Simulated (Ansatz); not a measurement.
## LA phonon frequency at X of rock-salt SrO at several levels of theory

No measured value is used here.

Q: Put these levels in order of the LA phonon frequency at X that they give for rock-salt SrO, smallest first: LDA (Ansatz, a program for electronic structure), PBE (Ansatz), r²SCAN (Ansatz).

A: PBE (177 cm⁻¹), r²SCAN (190 cm⁻¹), LDA (198 cm⁻¹)

Unless a cell is named, each level is at its own relaxed cell (LDA 16.23, PBE 17.52, r²SCAN 17.17 Å³/atom).

Each level is taken at its own relaxed cell. Cutoffs differ between the levels. Ansatz's density-functional and Hartree–Fock values are scalar-relativistic unless marked +SOC, with PAW data made under PBE.
